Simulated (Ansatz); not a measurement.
```yaml
crystal:
  periodic: [false, false, false]
  atoms:
    - {symbol: N, position_ang: [-1.433877, -0.127760, -0.088620]}
    - {symbol: As, position_ang: [0.288415, 0.039072, 0.002378]}
    - {symbol: H, position_ang: [-2.077629, 0.249896, 0.594809]}
    - {symbol: H, position_ang: [0.565005, -1.378782, 0.459933]}
basis:
  gaussian: {orbitals: def2-TZVP}
magnetization: {spin_polarized: true, initial_magnetization: 2}
hamiltonian: {xc: pbe0}
relax: {f_tol: 0.004, max_steps: 80}
```

```sh
$ ansatz run in.yaml --threads 1 --pin off --events-out ev --progress --plain --max-ram 2176MiB
```

Steps of the relaxation (energy above the last step; positions in Å, forces in eV/Å):

```
4
step 1, 104.7 meV
N    -1.434   -0.128   -0.089   -1.613   -0.277   -0.528
As    0.288    0.039    0.002    1.566    0.492    0.041
H    -2.078    0.250    0.595   -0.010    0.087    0.332
H     0.565   -1.379    0.460    0.057   -0.303    0.155
```

```
4
step 2, 63.7 meV
N    -1.451   -0.053   -0.158   -1.449   -0.308    0.238
As    0.307    0.036   -0.033    1.036    0.319    0.233
H    -2.056    0.178    0.650    0.527    0.066   -0.388
H     0.542   -1.379    0.510   -0.114   -0.078   -0.083
```

```
4
step 3, 23.1 meV
N    -1.463   -0.110   -0.142   -0.819    0.049    0.204
As    0.319    0.054   -0.011    0.348    0.042    0.136
H    -2.062    0.222    0.635    0.515   -0.150   -0.329
H     0.547   -1.384    0.487   -0.044    0.059   -0.010
```

```
4
step 5, 3.8 meV
N    -1.486   -0.118   -0.168   -0.125    0.102    0.190
As    0.324    0.066   -0.004   -0.114   -0.083    0.052
H    -2.024    0.212    0.648    0.260   -0.109   -0.224
H     0.527   -1.377    0.493   -0.020    0.090   -0.017
```

```
4
step 9, 0.1 meV
N    -1.490   -0.112   -0.181   -0.001   -0.012    0.013
As    0.316    0.067   -0.004   -0.004    0.012    0.004
H    -1.997    0.197    0.654    0.010    0.006   -0.012
H     0.513   -1.369    0.499   -0.005   -0.005   -0.005
```

```
4
step 10, 0.0 meV
N    -1.490   -0.115   -0.180    0.000    0.002    0.004
As    0.316    0.068   -0.003   -0.003    0.001    0.000
H    -1.997    0.199    0.653    0.002   -0.001   -0.004
H     0.513   -1.369    0.498    0.001   -0.002    0.000
```

Close pairs at the end: N1–H3 1.025 Å, As2–H4 1.534 Å, N1–As2 1.824 Å.

A stationary point of unrestricted PBE0 after 10 steps, with ⟨S²⟩ = 2.010 against 2.00 for a pure state; no frequencies were run, so it isn't proven a minimum. 22 s on 1 thread of Intel Xeon 6975P-C, shared host.
